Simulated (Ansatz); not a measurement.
Ansatz (a first-principles code) input (B3LYP-D3(BJ)/def2-TZVP):

Ansatz 0.2 input:
```yaml
crystal:
  periodic: [false, false, false]
  atoms:
    - {symbol: O, position_ang: [0.02020823, 1.01983024, 0.03651820]}
    - {symbol: H, position_ang: [-0.91858206, 1.34752059, 0.03195986]}
    - {symbol: Cl, position_ang: [0.04452448, -0.55918603, -0.01906502]}
basis:
  gaussian:
    orbitals: def2-TZVP
hamiltonian:
  xc: b3lyp
  dispersion: d3bj
total_charge: 1
magnetization: {spin_polarized: true, initial_magnetization: 1}
phonons: {temperatures: {t_min: 298.15, t_max: 298.15, t_step: 100}}
```

Output:

```
Functional definition: B3LYP
integrals: 0.01 GiB planned
458 factors; their error is unknown
mean field: 0.19 GiB planned
mean field evaluation 1: about -14562.4752 eV, gradient 6.2e1 eV
mean field evaluation 2: about -14511.2089 eV, gradient 1.2e2 eV
mean field evaluation 4: about -14574.6989 eV, gradient 7.6e0 eV
mean field evaluation 8: about -14574.9213 eV, gradient 4.5e-2 eV
mean field evaluation 16: about -14574.9534 eV, gradient 1.8e-4 eV
mean field -14574.95338032 eV, -535.6196574687 hartree, gradient 3.5e-5 eV, S^2 0.754443; 1 other end points of the search recorded, 0 dependent functions left out
the calculation of the forces begins
reference -14574.95352826 eV, -535.6196629053 hartree; 13, 12 occupied and 61, 62 virtual orbitals, 458 factors
these checks for a lower state are left out or cut short: stability, starts, cluster_reference, orbital_swaps, neighbouring_geometries, increment
integrals: 0.01 GiB planned
458 factors; their error is unknown
mean field: 0.19 GiB planned
mean field -14574.95326029 eV, -535.6196530574 hartree, gradient 1.9e-6 eV, S^2 0.754447; 0 other end points of the search recorded, 0 dependent functions left out
the calculation of the forces begins
reference -14574.95340824 eV, -535.6196584945 hartree; 13, 12 occupied and 61, 62 virtual orbitals, 458 factors
these checks for a lower state are left out or cut short: stability, starts, cluster_reference, orbital_swaps, neighbouring_geometries, increment
integrals: 0.01 GiB planned
458 factors; their error is unknown
mean field: 0.19 GiB planned
mean field evaluation 32: about -14574.9212 eV, gradient 1.3e-4 eV
mean field -14574.95325560 eV, -535.6196528853 hartree, gradient 1.8e-6 eV, S^2 0.754440; 0 other end points of the search recorded, 0 dependent functions left out
the calculation of the forces begins
reference -14574.95340353 eV, -535.6196583216 hartree; 13, 12 occupied and 61, 62 virtual orbitals, 458 factors
these checks for a lower state are left out or cut short: stability, starts, cluster_reference, orbital_swaps, neighbouring_geometries, increment
integrals: 0.01 GiB planned
458 factors; their error is unknown
mean field: 0.19 GiB planned
mean field -14574.95331425 eV, -535.6196550404 hartree, gradient 1.5e-6 eV, S^2 0.754446; 0 other end points of the search recorded, 0 dependent functions left out
the calculation of the forces begins
reference -14574.95346222 eV, -535.6196604782 hartree; 13, 12 occupied and 61, 62 virtual orbitals, 458 factors
these checks for a lower state are left out or cut short: stability, starts, cluster_reference, orbital_swaps, neighbouring_geometries, increment
integrals: 0.01 GiB planned
458 factors; their error is unknown
mean field: 0.19 GiB planned
mean field -14574.95331488 eV, -535.6196550635 hartree, gradient 1.5e-6 eV, S^2 0.754441; 0 other end points of the search recorded, 0 dependent functions left out
the calculation of the forces begins
reference -14574.95346278 eV, -535.6196604990 hartree; 13, 12 occupied and 61, 62 virtual orbitals, 458 factors
these checks for a lower state are left out or cut short: stability, starts, cluster_reference, orbital_swaps, neighbouring_geometries, increment
integrals: 0.01 GiB planned
458 factors; their error is unknown
mean field: 0.19 GiB planned
mean field -14574.95335473 eV, -535.6196565281 hartree, gradient 1.7e-6 eV, S^2 0.754445; 0 other end points of the search recorded, 0 dependent functions left out
the calculation of the forces begins
reference -14574.95350271 eV, -535.6196619662 hartree; 13, 12 occupied and 61, 62 virtual orbitals, 458 factors
these checks for a lower state are left out or cut short: stability, starts, cluster_reference, orbital_swaps, neighbouring_geometries, increment
integrals: 0.01 GiB planned
458 factors; their error is unknown
mean field: 0.19 GiB planned
mean field evaluation 64: about -14574.9533 eV, gradient 1.6e-1 eV
mean field -14574.95334831 eV, -535.6196562922 hartree, gradient 1.9e-6 eV, S^2 0.754442; 0 other end points of the search recorded, 0 dependent functions left out
the calculation of the forces begins
reference -14574.95349621 eV, -535.6196617275 hartree; 13, 12 occupied and 61, 62 virtual orbitals, 458 factors
these checks for a lower state are left out or cut short: stability, starts, cluster_reference, orbital_swaps, neighbouring_geometries, increment
integrals: 0.01 GiB planned
458 factors; their error is unknown
mean field: 0.19 GiB planned
mean field -14574.95332079 eV, -535.6196552807 hartree, gradient 1.2e-6 eV, S^2 0.754441; 0 other end points of the search recorded, 0 dependent functions left out
the calculation of the forces begins
reference -14574.95346869 eV, -535.6196607159 hartree; 13, 12 occupied and 61, 62 virtual orbitals, 458 factors
these checks for a lower state are left out or cut short: stability, starts, cluster_reference, orbital_swaps, neighbouring_geometries, increment
integrals: 0.01 GiB planned
458 factors; their error is unknown
mean field: 0.19 GiB planned
mean field -14574.95332266 eV, -535.6196553497 hartree, gradient 1.2e-6 eV, S^2 0.754446; 0 other end points of the search recorded, 0 dependent functions left out
the calculation of the forces begins
reference -14574.95347064 eV, -535.6196607878 hartree; 13, 12 occupied and 61, 62 virtual orbitals, 458 factors
these checks for a lower state are left out or cut short: stability, starts, cluster_reference, orbital_swaps, neighbouring_geometries, increment
integrals: 0.01 GiB planned
458 factors; their error is unknown
mean field: 0.19 GiB planned
mean field -14574.95326195 eV, -535.6196531185 hartree, gradient 1.8e-6 eV, S^2 0.754438; 0 other end points of the search recorded, 0 dependent functions left out
the calculation of the forces begins
reference -14574.95340984 eV, -535.6196585534 hartree; 13, 12 occupied and 61, 62 virtual orbitals, 458 factors
these checks for a lower state are left out or cut short: stability, starts, cluster_reference, orbital_swaps, neighbouring_geometries, increment
integrals: 0.01 GiB planned
458 factors; their error is unknown
mean field: 0.19 GiB planned
mean field evaluation 96: about -14574.9532 eV, gradient 1.6e-1 eV
mean field -14574.95327311 eV, -535.6196535287 hartree, gradient 1.9e-6 eV, S^2 0.754449; 0 other end points of the search recorded, 0 dependent functions left out
the calculation of the forces begins
reference -14574.95342110 eV, -535.6196589672 hartree; 13, 12 occupied and 61, 62 virtual orbitals, 458 factors
these checks for a lower state are left out or cut short: stability, starts, cluster_reference, orbital_swaps, neighbouring_geometries, increment
integrals: 0.01 GiB planned
458 factors; their error is unknown
mean field: 0.19 GiB planned
mean field -14574.95337812 eV, -535.6196573877 hartree, gradient 2.9e-6 eV, S^2 0.754444; 0 other end points of the search recorded, 0 dependent functions left out
the calculation of the forces begins
reference -14574.95352607 eV, -535.6196628246 hartree; 13, 12 occupied and 61, 62 virtual orbitals, 458 factors
these checks for a lower state are left out or cut short: stability, starts, cluster_reference, orbital_swaps, neighbouring_geometries, increment
integrals: 0.01 GiB planned
458 factors; their error is unknown
mean field: 0.19 GiB planned
mean field -14574.95337565 eV, -535.6196572968 hartree, gradient 2.9e-6 eV, S^2 0.754443; 0 other end points of the search recorded, 0 dependent functions left out
the calculation of the forces begins
reference -14574.95352358 eV, -535.6196627332 hartree; 13, 12 occupied and 61, 62 virtual orbitals, 458 factors
Total energy: -14574.99757687 eV, -535.6212816617 hartree
Atom 0 at     0.020208     1.019830     0.036518 Å, force     0.000151     0.000157     0.000008 eV/Å
Atom 1 at    -0.918582     1.347521     0.031960 Å, force    -0.000090    -0.000075    -0.000004 eV/Å
Atom 2 at     0.044524    -0.559186    -0.019065 Å, force    -0.000061    -0.000082    -0.000004 eV/Å
Dipole moment:    -0.378649     0.118307    -0.002330 e Å
Vibrations: 913.09 1254.85 3445.58 cm⁻¹, zero-point energy 0.347994 eV
```
